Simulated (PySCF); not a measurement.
PySCF input (HF/aug-cc-pV(D+d)Z):

```python
import numpy as np, basis_set_exchange as bse
from pyscf import gto, scf, dft, df

basis = {'C': gto.basis.parse(bse.get_basis('aug-cc-pV(D+d)Z', elements=['C'], fmt='nwchem')), 'H': gto.basis.parse(bse.get_basis('aug-cc-pV(D+d)Z', elements=['H'], fmt='nwchem')), 'Si': gto.basis.parse(bse.get_basis('aug-cc-pV(D+d)Z', elements=['Si'], fmt='nwchem'))}
mol = gto.M(
    atom='''
    C    -0.01423719   -0.06952151   -1.23419539
    Si    0.00834037    0.17010305    0.73186645
    H    -0.01728263   -1.11287275   -1.56859470
    H    -0.89893486    0.41944684   -1.65979309
    H     0.85959133    0.42084071   -1.68015728
    H    -1.11421076   -0.84675739    1.04684283
    H     1.13949487   -0.84497103    1.02074434
    ''',
    basis=basis,
    charge=-1,
    verbose=4,
    max_memory=8640,
)
mf = scf.RHF(mol)
mf = mf.density_fit(auxbasis=df.autoaux(mol))
mf.conv_tol = 1e-9
mf.max_cycle = 100
print('smallest overlap eigenvalue', np.linalg.eigvalsh(mol.intor('int1e_ovlp'))[0])
mf.kernel()
dip = mf.dip_moment()
```

Output:

```
PySCF version 2.14.0

[INPUT] verbose = 4
[INPUT] num. atoms = 7
[INPUT] num. electrons = 26
[INPUT] charge = -1
[INPUT] spin (= nelec alpha-beta = 2S) = 0
[INPUT] symmetry False subgroup None
[INPUT] Mole.unit = angstrom
[INPUT] Symbol           X                Y                Z      unit          X                Y                Z       unit  Magmom
[INPUT]  1 C     -0.014237190000  -0.069521510000  -1.234195390000 AA   -0.026904389883  -0.131376613666  -2.332291271301 Bohr   0.0
[INPUT]  2 Si     0.008340370000   0.170103050000   0.731866450000 AA    0.015761015078   0.321448177453   1.383027150258 Bohr   0.0
[INPUT]  3 H     -0.017282630000  -1.112872750000  -1.568594700000 AA   -0.032659437412  -2.103024708992  -2.964214383444 Bohr   0.0
[INPUT]  4 H     -0.898934860000   0.419446840000  -1.659793090000 AA   -1.698740689224   0.792639651414  -3.136554363546 Bohr   0.0
[INPUT]  5 H      0.859591330000   0.420840710000  -1.680157280000 AA    1.624392192751   0.795273683968  -3.175037105394 Bohr   0.0
[INPUT]  6 H     -1.114210760000  -0.846757390000   1.046842830000 AA   -2.105553181443  -1.600139561052   1.978246244165 Bohr   0.0
[INPUT]  7 H      1.139494870000  -0.844971030000   1.020744340000 AA    2.153333224647  -1.596763829892   1.928927245800 Bohr   0.0

nuclear repulsion = 53.8343031119158
number of shells = 32
number of NR pGTOs = 145
number of NR cGTOs = 100
basis = {'C': [[0, [6665.0, 0.000692, -0.000146, 0.0], [1000.0, 0.005329, -0.001154, 0.0], [228.0, 0.027077, -0.005725, 0.0], [64.71, 0.101718, -0.023312, 0.0], [21.06, 0.27474, -0.063955, 0.0], [7.495, 0.448564, -0.149981, 0.0], [2.797, 0.285074, -0.127262, 0.0], [0.5215, 0.015204, 0.544529, 0.0], [0.1596, -0.003191, 0.580496, 1.0]], [0, [0.0469, 1.0]], [1, [9.439, 0.038109, 0.0], [2.002, 0.20948, 0.0], [0.5456, 0.508557, 0.0], [0.1517, 0.468842, 1.0]], [1, [0.04041, 1.0]], [2, [0.55, 1.0]], [2, [0.151, 1.0]]], 'H': [[0, [13.01, 0.019685, 0.0], [1.962, 0.137977, 0.0], [0.4446, 0.478148, 0.0], [0.122, 0.50124, 1.0]], [0, [0.02974, 1.0]], [1, [0.727, 1.0]], [1, [0.141, 1.0]]], 'Si': [[0, [78860.0, 0.000270443, -7.23177e-05, 1.85113e-05, 0.0], [11820.0, 0.00209717, -0.000555116, 0.000142236, 0.0], [2692.0, 0.0108506, -0.00293805, 0.000752185, 0.0], [763.4, 0.0436754, -0.0117687, 0.00302279, 0.0], [249.6, 0.137653, -0.0402907, 0.0103677, 0.0], [90.28, 0.316644, -0.100609, 0.0262563, 0.0], [35.29, 0.418581, -0.196528, 0.0523989, 0.0], [14.51, 0.210212, -0.102382, 0.0290959, 0.0], [4.053, 0.0144952, 0.52719, -0.178003, 0.0], [1.482, -0.0020359, 0.593251, -0.346874, 0.0], [0.2517, 0.000624186, 0.0332652, 0.62302, 0.0], [0.09243, -0.000282872, -0.00973662, 0.537712, 1.0]], [0, [0.0332, 1.0]], [1, [315.9, 0.00392656, -0.000858302, 0.0], [74.42, 0.0298811, -0.00630328, 0.0], [23.48, 0.127212, -0.0288255, 0.0], [8.488, 0.320943, -0.069456, 0.0], [3.217, 0.455429, -0.119493, 0.0], [1.229, 0.268563, -0.0199581, 0.0], [0.2964, 0.0188336, 0.510268, 0.0], [0.08768, -0.00262431, 0.600382, 1.0]], [1, [0.025, 1.0]], [2, [1.803, 1.0, 0.0], [0.275, 0.0, 1.0]], [2, [0.084, 1.0]]]}
ecp = {}
ETB for C: l = 0, exps = 0.08082 * 1.8^n , n = 0..15
ETB for C: l = 1, exps = 0.08082 * 1.8^n , n = 0..12
ETB for C: l = 2, exps = 0.08082 * 1.8^n , n = 0..11
ETB for C: l = 3, exps = 0.19141 * 2.2^n , n = 0..3
ETB for H: l = 0, exps = 0.05948 * 1.8^n , n = 0..11
ETB for H: l = 1, exps = 0.17073999999999998 * 2^n , n = 0..4
ETB for H: l = 2, exps = 0.282 * 2.2^n , n = 0..3
ETB for Si: l = 0, exps = 0.05 * 1.8^n , n = 0..19
ETB for Si: l = 1, exps = 0.05 * 1.8^n , n = 0..16
ETB for Si: l = 2, exps = 0.05 * 1.8^n , n = 0..15
ETB for Si: l = 3, exps = 0.10900000000000001 * 2.2^n , n = 0..6
smallest overlap eigenvalue 0.00037507702232956097

******** <class 'pyscf.df.df_jk.DFRHF'> ********
method = DFRHF
initial guess = minao
damping factor = 0
level_shift factor = 0
DIIS = <class 'pyscf.scf.diis.CDIIS'>
diis_start_cycle = 1
diis_space = 8
diis_damp = 0
SCF conv_tol = 1e-09
SCF conv_tol_grad = None
SCF max_cycles = 100
direct_scf = False
Set gradient conv threshold to 3.16228e-05
Initial guess from minao.
******** <class 'pyscf.df.df.DF'> ********
auxbasis = {'C': [[0, [np.float64(545.2634946237084), 1]], [0, [np.float64(302.924163679838), 1]], [0, [np.float64(168.29120204435443), 1]], [0, [np.float64(93.49511224686358), 1]], [0, [np.float64(51.94172902603531), 1]], [0, [np.float64(28.856516125575176), 1]], [0, [np.float64(16.031397847541765), 1]], [0, [np.float64(8.906332137523203), 1]], [0, [np.float64(4.947962298624001), 1]], [0, [np.float64(2.7488679436800005), 1]], [0, [np.float64(1.5271488576000003), 1]], [0, [np.float64(0.848416032), 1]], [0, [np.float64(0.4713422400000001), 1]], [0, [np.float64(0.2618568), 1]], [0, [np.float64(0.14547600000000002), 1]], [0, [np.float64(0.08082), 1]], [1, [np.float64(93.49511224686358), 1]], [1, [np.float64(51.94172902603531), 1]], [1, [np.float64(28.856516125575176), 1]], [1, [np.float64(16.031397847541765), 1]], [1, [np.float64(8.906332137523203), 1]], [1, [np.float64(4.947962298624001), 1]], [1, [np.float64(2.7488679436800005), 1]], [1, [np.float64(1.5271488576000003), 1]], [1, [np.float64(0.848416032), 1]], [1, [np.float64(0.4713422400000001), 1]], [1, [np.float64(0.2618568), 1]], [1, [np.float64(0.14547600000000002), 1]], [1, [np.float64(0.08082), 1]], [2, [np.float64(51.94172902603531), 1]], [2, [np.float64(28.856516125575176), 1]], [2, [np.float64(16.031397847541765), 1]], [2, [np.float64(8.906332137523203), 1]], [2, [np.float64(4.947962298624001), 1]], [2, [np.float64(2.7488679436800005), 1]], [2, [np.float64(1.5271488576000003), 1]], [2, [np.float64(0.848416032), 1]], [2, [np.float64(0.4713422400000001), 1]], [2, [np.float64(0.2618568), 1]], [2, [np.float64(0.14547600000000002), 1]], [2, [np.float64(0.08082), 1]], [3, [np.float64(2.0381336800000005), 1]], [3, [np.float64(0.9264244000000001), 1]], [3, [np.float64(0.42110200000000003), 1]], [3, [np.float64(0.19141), 1]]], 'H': [[0, [np.float64(38.2268503151272), 1]], [0, [np.float64(21.237139063959557), 1]], [0, [np.float64(11.798410591088642), 1]], [0, [np.float64(6.554672550604801), 1]], [0, [np.float64(3.6414847503360006), 1]], [0, [np.float64(2.0230470835200003), 1]], [0, [np.float64(1.1239150464), 1]], [0, [np.float64(0.624397248), 1]], [0, [np.float64(0.34688736000000003), 1]], [0, [np.float64(0.1927152), 1]], [0, [np.float64(0.10706399999999999), 1]], [0, [np.float64(0.05948), 1]], [1, [np.float64(2.7318399999999996), 1]], [1, [np.float64(1.3659199999999998), 1]], [1, [np.float64(0.6829599999999999), 1]], [1, [np.float64(0.34147999999999995), 1]], [1, [np.float64(0.17073999999999998), 1]], [2, [np.float64(3.0027360000000005), 1]], [2, [np.float64(1.36488), 1]], [2, [np.float64(0.6204), 1]], [2, [np.float64(0.282), 1]]], 'Si': [[0, [np.float64(3541.1767267766904), 1]], [0, [np.float64(1967.3204037648277), 1]], [0, [np.float64(1092.9557798693488), 1]], [0, [np.float64(607.1976554829715), 1]], [0, [np.float64(337.3320308238731), 1]], [0, [np.float64(187.4066837910406), 1]], [0, [np.float64(104.11482432835588), 1]], [0, [np.float64(57.841569071308825), 1]], [0, [np.float64(32.134205039616006), 1]], [0, [np.float64(17.852336133120005), 1]], [0, [np.float64(9.917964518400003), 1]], [0, [np.float64(5.509980288000001), 1]], [0, [np.float64(3.0611001600000005), 1]], [0, [np.float64(1.7006112000000002), 1]], [0, [np.float64(0.9447840000000002), 1]], [0, [np.float64(0.52488), 1]], [0, [np.float64(0.2916), 1]], [0, [np.float64(0.16200000000000003), 1]], [0, [np.float64(0.09000000000000001), 1]], [0, [np.float64(0.05), 1]], [1, [np.float64(607.1976554829715), 1]], [1, [np.float64(337.3320308238731), 1]], [1, [np.float64(187.4066837910406), 1]], [1, [np.float64(104.11482432835588), 1]], [1, [np.float64(57.841569071308825), 1]], [1, [np.float64(32.134205039616006), 1]], [1, [np.float64(17.852336133120005), 1]], [1, [np.float64(9.917964518400003), 1]], [1, [np.float64(5.509980288000001), 1]], [1, [np.float64(3.0611001600000005), 1]], [1, [np.float64(1.7006112000000002), 1]], [1, [np.float64(0.9447840000000002), 1]], [1, [np.float64(0.52488), 1]], [1, [np.float64(0.2916), 1]], [1, [np.float64(0.16200000000000003), 1]], [1, [np.float64(0.09000000000000001), 1]], [1, [np.float64(0.05), 1]], [2, [np.float64(337.3320308238731), 1]], [2, [np.float64(187.4066837910406), 1]], [2, [np.float64(104.11482432835588), 1]], [2, [np.float64(57.841569071308825), 1]], [2, [np.float64(32.134205039616006), 1]], [2, [np.float64(17.852336133120005), 1]], [2, [np.float64(9.917964518400003), 1]], [2, [np.float64(5.509980288000001), 1]], [2, [np.float64(3.0611001600000005), 1]], [2, [np.float64(1.7006112000000002), 1]], [2, [np.float64(0.9447840000000002), 1]], [2, [np.float64(0.52488), 1]], [2, [np.float64(0.2916), 1]], [2, [np.float64(0.16200000000000003), 1]], [2, [np.float64(0.09000000000000001), 1]], [2, [np.float64(0.05), 1]], [3, [np.float64(12.358409536000007), 1]], [3, [np.float64(5.617458880000003), 1]], [3, [np.float64(2.553390400000001), 1]], [3, [np.float64(1.1606320000000006), 1]], [3, [np.float64(0.5275600000000001), 1]], [3, [np.float64(0.23980000000000004), 1]], [3, [np.float64(0.10900000000000001), 1]]]}
init E= -329.375387630735
  HOMO = -0.165951469694889  LUMO = 0.0266469589453133  gap/eV = 5.24087
cycle= 1 E= -329.645218383396  delta_E= -0.27  |g|= 0.236  |ddm|= 3.99
  HOMO = -0.0276118452301759  LUMO = 0.147894355097993  gap/eV = 4.77577
cycle= 2 E= -329.672998284547  delta_E= -0.0278  |g|= 0.0795  |ddm|= 0.968
  HOMO = -0.0657046072641485  LUMO = 0.148105626020654  gap/eV = 5.81807
cycle= 3 E= -329.675755113406  delta_E= -0.00276  |g|= 0.0269  |ddm|= 0.268
  HOMO = -0.0649036444104585  LUMO = 0.147991794129574  gap/eV = 5.79318
cycle= 4 E= -329.67625750331  delta_E= -0.000502  |g|= 0.00724  |ddm|= 0.124
  HOMO = -0.0636414755494528  LUMO = 0.147631658978907  gap/eV = 5.74903
cycle= 5 E= -329.676308480987  delta_E= -5.1e-05  |g|= 0.00274  |ddm|= 0.0615
  HOMO = -0.0638370550705885  LUMO = 0.147512802658296  gap/eV = 5.75112
cycle= 6 E= -329.676321014991  delta_E= -1.25e-05  |g|= 0.00074  |ddm|= 0.0514
  HOMO = -0.063900719635118  LUMO = 0.147483854116208  gap/eV = 5.75207
cycle= 7 E= -329.67632239407  delta_E= -1.38e-06  |g|= 0.000222  |ddm|= 0.0245
  HOMO = -0.0639181313942792  LUMO = 0.147474363073532  gap/eV = 5.75228
cycle= 8 E= -329.676322518052  delta_E= -1.24e-07  |g|= 6.41e-05  |ddm|= 0.00857
  HOMO = -0.063913189465175  LUMO = 0.147472731187358  gap/eV = 5.75210
cycle= 9 E= -329.676322527147  delta_E= -9.1e-09  |g|= 1.42e-05  |ddm|= 0.00219
  HOMO = -0.0639139842427316  LUMO = 0.147472488213161  gap/eV = 5.75212
cycle= 10 E= -329.676322527542  delta_E= -3.95e-10  |g|= 2.88e-06  |ddm|= 0.000392
  HOMO = -0.0639137048008451  LUMO = 0.147472492163207  gap/eV = 5.75211
Extra cycle  E= -329.676322527553  delta_E= -1.05e-11  |g|= 1.24e-06  |ddm|= 5.09e-05
converged SCF energy = -329.676322527553

WARN: System has nonzero charge -1; the dipole moment is origin-dependent.
Location of origin: [0. 0. 0.]

Dipole moment(X, Y, Z, Debye): -0.03975, -1.15204, -3.51161
```
